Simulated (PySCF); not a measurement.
CHO, charge +1, multiplicity 1. Atoms are numbered in the order given.

```xyz
3

C      0.0000     0.0000     0.5143
O      0.0000     0.0000    -0.5871
H      0.0000     0.0000     1.6108
```
Charge +1, spin multiplicity 1.

Geometry: B3LYP-D3(BJ)/def2-TZVPD. The isomer is the one that the SMILES or the coordinates give; other isomers of the formula were not compared.

Level of theory: B3LYP/pcSseg-2 in PySCF.

GIAO shieldings, no solvent; atoms alike by connectivity are averaged. δ = σ(ref) − σ: ¹³C against TMS (σ = 181.3 ppm); ¹⁷O against H2O (σ = 325.5 ppm); ¹H against TMS (σ = 31.68 ppm), references at their B3LYP-D3(BJ)/def2-TZVP geometries, non-relativistic.

```json
[
 {"atoms": "C1", "nucleus": "¹³C", "count": "1", "δ (ppm)": "141.6"},
 {"atoms": "O2", "nucleus": "¹⁷O", "count": "1", "δ (ppm)": "376.7"},
 {"atoms": "H3", "nucleus": "¹H", "count": "1", "δ (ppm)": "(withheld)"}
]
```

Problem. Complete the blanks. (An estimate is asked for; the answer gives what the named calculation found.)

Solution. 
- H3, δ (ppm): 7.29
